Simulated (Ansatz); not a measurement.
bcc Cs, treated with r²SCAN (PAW; Ansatz, a quantum-chemistry and plane-wave program).

A relaxed, unreconstructed slab of the (111) face has 12 atoms, two equal faces of 67.809 Å² each and an energy of -68230.3525 eV. A bulk cell of 3 atoms with the same orientation and in-plane k mesh has -17057.7737 eV. Energies are extrapolated to zero smearing.

Settings: plane-wave cutoff 500 eV, 12×12×1 k mesh (along the axes of the cell as run), Fermi–Dirac smearing 0.1 eV, scalar-relativistic PAW data made under PBE.

Worked out: γ = (E_slab − N E_bulk per atom)/2A = [-68230.3525 − 12 × (-17057.7737/3)]/(2 × 67.809) = 0.0055 eV/Å². With 16.022 J/m² per eV/Å² this is 0.09 J/m², or 0.37 eV per surface cell and face.
